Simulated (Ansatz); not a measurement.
System: SiH2, charge -1, multiplicity 2. 
Coordinates optimised at B3LYP-D3(BJ)/def2-TZVP (Ansatz, a program for electronic structure):
```
Si
H 1 1.5524
H 1 1.5524 2 91.98
```
Charge -1, spin multiplicity 2.

Task: Give the harmonic wavenumbers at B3LYP-D3(BJ)/def2-TZVP (Ansatz, finite differences of forces, unscaled).

Result: 963, 1844, 1853 cm⁻¹. Zero-point energy 6.7 kcal/mol.

Task: From these and the geometry, give the ideal-gas thermochemistry at 298.15 K and 1 atm (rigid rotor, harmonic oscillator).

Result: Point group C2v, rotational symmetry number 2. Rotational constants 230.9, 201.1, 107.5 GHz. S(trans) 36.14, S(rot) 13.45, S(vib) 0.11, S(elec, spin only) 1.38, S 51.1 cal/(mol K). H(298) - H(0) 2.40 kcal/mol; G - E(el) -6.2 kcal/mol.
